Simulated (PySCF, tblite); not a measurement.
A complex of water and acetonitrile

A gas-phase complex of water and acetonitrile; neutral, singlet. The structure comes from a short search (6 tight-binding starts) and was relaxed by PBE0-D3(BJ)/def2-TZVPD; another way of binding may lie lower. No frequency run checks that it is a minimum.

Parts: 1 = water (O), atoms 1–3; 2 = acetonitrile (CC#N), atoms 4–9.

```xyz
9

O    -0.048    0.189    0.063
H     0.690   -0.356   -0.235
H    -0.560    0.383   -0.724
C     2.009    0.046    2.678
C     2.439   -0.698    1.513
N     2.741   -1.276    0.566
H     1.079    0.563    2.435
H     1.838   -0.632    3.515
H     2.768    0.777    2.959
```
(Å; atoms numbered from 1)

```tsv
contact	kind (by geometry)	distance (Å)	angle (°)
H2···N6	hydrogen bond	2.387	140
```

Interaction energies are complex less parts, with the parts frozen as they stand in it; counterpoise-corrected, in kcal/mol (PySCF). The CCSD(T) estimate is Hartree-Fock/aug-cc-pVQZ, plus the MP2 correlation part extrapolated as X⁻³ from aug-cc-pVTZ and aug-cc-pVQZ, plus CCSD(T) less MP2 in aug-cc-pVDZ; noble-gas cores are frozen. It isn't the exact limit.

```
                   level  interaction  superposition error removed
Hartree-Fock/aug-cc-pVQZ        -2.98                            -
 wB97M-D3(BJ)/def2-TZVPD        -4.95                        -0.08
  PBE0-D3(BJ)/def2-TZVPD        -4.88                        -0.08
         MP2/aug-cc-pVQZ        -4.91                        -0.20
```

Q: What does CCSD(T) at its estimated basis limit give, and which of these levels comes nearest?

A: -4.85 kcal/mol. wB97M-D3(BJ)/def2-TZVPD and PBE0-D3(BJ)/def2-TZVPD and MP2/aug-cc-pVQZ come equally near, within the error of the estimate; the errors are Hartree-Fock/aug-cc-pVQZ +1.87, wB97M-D3(BJ)/def2-TZVPD -0.10, PBE0-D3(BJ)/def2-TZVPD -0.03, MP2/aug-cc-pVQZ -0.06.

Q: What holds them together? Decompose the wB97M-D3(BJ)/def2-TZVPD energy: frozen parts, their antisymmetrised product, then relaxation.

A: electrostatic -6.0, Pauli repulsion +3.8, orbital relaxation -1.7, dispersion correction -1.2 kcal/mol, which sum to the value before the counterpoise correction; the Pauli term holds the exchange-correlation of the frozen density too. Of the attraction, 67 % is electrostatic, 19 % is orbital relaxation, 13 % is dispersion correction.

The parts were also relaxed and run alone, at the levels used for the complex: shieldings by PBE0/pcSseg-2; core levels by delta-SCF with SCAN, pcX-2 on the ionised atom and pcseg-1 elsewhere, spin-free X2C.

Values alone: O1–H2 bond (Å): 0.960; shielding of H2 (ppm): 30.89; shielding of N6 (ppm): -34.6; shielding of O1 (ppm): 329.1; O1 1s core level (eV): 539.76; C5 1s core level (eV): 292.62; N6 1s core level (eV): 405.32.

Q: How do these values change when the complex forms?

A: 
```tsv
property	alone	in the complex	change
O1–H2 bond (Å)	0.960	0.964	+0.004
shielding of H2 (ppm)	30.89	29.05	-1.83
shielding of N6 (ppm)	-34.6	-28.0	+6.7
shielding of O1 (ppm)	329.1	324.4	-4.8
O1 1s core level (eV)	539.76	539.39	-0.37
C5 1s core level (eV)	292.62	292.66	+0.04
N6 1s core level (eV)	405.32	405.30	-0.02
```

The core-hole states of C5, N6 are spin-contaminated (⟨S²⟩ 0.82, 0.81 against 0.75 for a pure doublet), so those values and differences from them are less sure.
